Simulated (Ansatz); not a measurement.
**Two structures, one formula**

Two relaxed structures of MgBH3O, singlet (PBE0-D4/def2-TZVP; forces vanish, vibrations not checked).

A:

```xyz
6
angstrom
O -1.2505 -0.0190 -1.1200
B 0.0868 0.1340 -0.9772
Mg 0.7451 -0.1210 2.1137
H -1.5134 -0.9274 -1.2874
H 0.8328 -0.8019 -1.1005
H 0.4877 1.2472 -0.7868
```

B:

```xyz
6
angstrom
O 0.3822 -0.3646 -0.4778
B 0.3113 0.1726 0.6000
Mg 0.1803 1.1668 2.5949
H 0.5431 -1.5148 -2.7838
H 0.5907 -1.8482 -3.4519
H 0.0811 1.9199 4.1067
```

Computed with Ansatz 0.2.0 (basis: def2-TZVPP); correlated methods freeze the cores. The outer core shell of Li, Na, Mg and K is correlated. The def2 sets are not built for correlating such inner shells, so the correlated values are less sure here. B3LYP uses VWN-RPA correlation.

(1) Which structure is lower at CCSD(T), and by how much? (Judge from chemistry; the value comes from the calculation.)

No T1 diagnostic of these runs exceeds 0.015.

Answers

(1) Computed: A, by 12.57 kcal/mol (electronic energy, against the other). By their contacts, A is a complex of BH₃O ([BH2][OH]) + Mg and B is a complex of MgBHO ([O][B][MgH]) + H₂.

All methods give the same order:

```json
{"method": "PBE-D4", "E(B) − E(A) (kcal/mol)": "16.09"}
{"method": "r2SCAN-D4", "E(B) − E(A) (kcal/mol)": "11.82"}
{"method": "PBE0-D4", "E(B) − E(A) (kcal/mol)": "18.69"}
{"method": "B3LYP-D4", "E(B) − E(A) (kcal/mol)": "15.70"}
{"method": "wB97M-V", "E(B) − E(A) (kcal/mol)": "15.93"}
{"method": "HF", "E(B) − E(A) (kcal/mol)": "18.24"}
{"method": "MP2", "E(B) − E(A) (kcal/mol)": "10.23"}
{"method": "CCSD", "E(B) − E(A) (kcal/mol)": "14.38"}
{"method": "CCSD(T)", "E(B) − E(A) (kcal/mol)": "12.57"}
```

Labels in which every atom is bracketed show which atoms are joined, not bond orders.

For scale, one of the runs: CCSD(T)/def2-TZVPP, 136 basis functions, launched by `ansatz run in.yaml --threads 2 --pin off --events-out ev --progress --plain --max-ram 4352MiB`. The run took 15 s on 2 CPU threads of an Arm Neoverse V2 (shared host), with 0.83 GiB of host memory at its peak.
